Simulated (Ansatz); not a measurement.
**wB97X/def2-TZVPPD run of AlH3 (SMILES [AlH3])**

Aim: the vertical electron affinity of AlH3 at wB97X/def2-TZVPPD, from 2 runs. 

The results are computed with Ansatz 0.2.0.

35 further runs of the same task are left out: 1 that didn't finish, 34 set aside as unsound or not needed.

## (1) The system as given

AlH3: 4 atoms, total charge 0, spin state singlet. As SMILES, `[AlH3]`. The coordinates come from a PBE0-D4/def2-TZVP relaxation.

Bond lengths: Al1–H2 1.586 Å, Al1–H3 1.586 Å, Al1–H4 1.586 Å. Angles: H2–Al1–H3 120.0°, H2–Al1–H4 120.0°, H3–Al1–H4 120.0°.

## (2) A single-point energy at wB97X/def2-TZVPPD

File job.yaml:

```yaml
basis:
  gaussian: {orbitals: def2-TZVPPD.json}
crystal:
  periodic: [false, false, false]
  atoms:
    - symbol: Al
      position_ang: [0.013700, -0.014800, -0.005100]
    - symbol: H
      position_ang: [0.633200, 0.670900, 1.283600]
    - symbol: H
      position_ang: [-1.340800, -0.832000, 0.105100]
    - symbol: H
      position_ang: [0.749400, 0.115700, -1.403900]
magnetization: {spin_polarized: false, initial_magnetization: 0}
hamiltonian: {xc: {name: wB97X}}
accuracy: high
output: {orbitals: {seedname: orbitals}}
```

The basis set def2-TZVPPD is read from a file made from the Basis Set Exchange's data (not shown).

The run is started by

```
$ ansatz run job.yaml --threads 1 --pin off --max-ram 3480MiB --events-out events.jsonl --progress --plain --runs-dir runs
```

Output:

```text
Warning: RAYON_NUM_THREADS=1 ignored (pool sized by the plan → 1); use --threads N
Functional definition: wB97X
  name "wB97X"
  parameter omega = 0.3/bohr
  parameter cx = 0.157706
  parameter cx1 = 0.726479
  parameter cx2 = 1.04760
  parameter cx3 = -5.70635
  parameter cx4 = 13.2794
  parameter css1 = -4.33879
  parameter css2 = 18.2308
  parameter css3 = -31.7430
  parameter css4 = 17.2901
  parameter cos1 = 2.37031
  parameter cos2 = -11.3995
  parameter cos3 = 6.58405
  parameter cos4 = -3.78132
  exchange = spin_sum(e_x_unif_sr(omega)*poly(b97_u_x, 1 - cx, cx1, cx2, cx3, cx4)) + cx*exact_x_sr(omega)
      + exact_x_lr(omega)
  correlation = spin_sum(e_c_pw_same_spin*poly(b97_u_same, 1, css1, css2, css3, css4))
      + integral(e_c_pw_opposite_spin*poly(b97_u_opposite, 1, cos1, cos2, cos3, cos4))
1496 factors; integrals over basis functions are off by at most 3.3e-9 eV
349 factors; integrals over basis functions are off by at most 1.7e-9 eV
mean field evaluation 1: about -6644.6631 eV, gradient 8.2e0 eV
mean field evaluation 2: about -6644.9186 eV, gradient 1.9e0 eV
mean field evaluation 4: about -6644.9322 eV, gradient 8.9e-1 eV
mean field evaluation 8: about -6644.9329 eV, gradient 1.9e-2 eV
mean field evaluation 16: about -6644.9329 eV, gradient 2.2e-7 eV
mean field -6644.93289771 eV, -244.1967798935 hartree, gradient 9.5e-9 eV, S^2 0.000000; 0 other end points of the search recorded, 0 dependent functions left out
reference -6644.93289463 eV, -244.1967797804 hartree; 8, 8 occupied and 91, 91 virtual orbitals, 1496 factors
Total energy: -6644.93289463 eV, -244.1967797804 hartree
```

Wall time 13 s (1 thread of Arm Neoverse V1, shared host); peak memory 0.33 GiB.

## (3) The doublet anion

File in.yaml:

```yaml
crystal:
  periodic: [false, false, false]
  atoms:
    - {symbol: Al, position_ang: [0.013700, -0.014800, -0.005100]}
    - {symbol: H, position_ang: [0.633200, 0.670900, 1.283600]}
    - {symbol: H, position_ang: [-1.340800, -0.832000, 0.105100]}
    - {symbol: H, position_ang: [0.749400, 0.115700, -1.403900]}
basis:
  gaussian:
    orbitals: def2-TZVPPD.json
total_charge: -1
magnetization:
  spin_polarized: true
  initial_magnetization: 1
hamiltonian:
  xc: {name: wB97X}
accuracy: high
output: {orbitals: {seedname: orbitals}}
```

The basis set def2-TZVPPD is read from a file made from the Basis Set Exchange's data (not shown).

The run is started by

```
$ ansatz run in.yaml --threads 1 --pin off --max-ram 3480MiB --events-out events.jsonl --progress --plain --runs-dir runs
```

Output:

```text
Warning: RAYON_NUM_THREADS=1 ignored (pool sized by the plan → 1); use --threads N
Functional definition: wB97X
  name "wB97X"
  parameter omega = 0.3/bohr
  parameter cx = 0.157706
  parameter cx1 = 0.726479
  parameter cx2 = 1.04760
  parameter cx3 = -5.70635
  parameter cx4 = 13.2794
  parameter css1 = -4.33879
  parameter css2 = 18.2308
  parameter css3 = -31.7430
  parameter css4 = 17.2901
  parameter cos1 = 2.37031
  parameter cos2 = -11.3995
  parameter cos3 = 6.58405
  parameter cos4 = -3.78132
  exchange = spin_sum(e_x_unif_sr(omega)*poly(b97_u_x, 1 - cx, cx1, cx2, cx3, cx4)) + cx*exact_x_sr(omega)
      + exact_x_lr(omega)
  correlation = spin_sum(e_c_pw_same_spin*poly(b97_u_same, 1, css1, css2, css3, css4))
      + integral(e_c_pw_opposite_spin*poly(b97_u_opposite, 1, cos1, cos2, cos3, cos4))
1496 factors; integrals over basis functions are off by at most 3.3e-9 eV
349 factors; integrals over basis functions are off by at most 1.7e-9 eV
mean field evaluation 1: about -6644.4119 eV, gradient 6.1e0 eV
mean field evaluation 2: about -6644.7524 eV, gradient 2.4e0 eV
mean field evaluation 4: about -6644.7770 eV, gradient 7.9e-1 eV
mean field evaluation 8: about -6644.8064 eV, gradient 5.8e-2 eV
mean field evaluation 16: about -6644.8064 eV, gradient 2.3e-5 eV
mean field -6644.80643625 eV, -244.1921325206 hartree, gradient 6.5e-8 eV, S^2 0.753423; 2 other end points of the search recorded, 0 dependent functions left out
reference -6644.80643443 eV, -244.1921324539 hartree; 9, 8 occupied and 90, 91 virtual orbitals, 1496 factors
Total energy: -6644.80643443 eV, -244.1921324539 hartree
```

Wall time 29 s (1 thread of Arm Neoverse V1, shared host); peak memory 0.52 GiB.

## (4) What came out

Level: wB97X/def2-TZVPPD.

| quantity | value |
| --- | --- |
| singlet AlH3: total energy | -244.19678 Eh |
| singlet AlH3: HOMO energy | -11.05 eV |
| singlet AlH3: LUMO energy | 0.17 eV |
| singlet AlH3: HOMO–LUMO gap | 11.22 eV |
| doublet anion: total energy | -244.19213 Eh |
| doublet anion: HOMO energy (highest over α and β) | 0.02 eV |
| doublet anion: LUMO energy (lowest over α and β) | 4.93 eV |
| doublet anion: ⟨S²⟩ | 0.753 |
| vertical electron affinity (to the doublet anion) | -0.126 eV |

**Reading.** The anion lies 0.13 eV (12.2 kJ/mol) above the neutral: the electron isn't bound at this level, and such a value depends on the basis. The HOMO (doublet anion) lies at positive energy, 0.02 eV; only total energies tell whether the electron is bound.
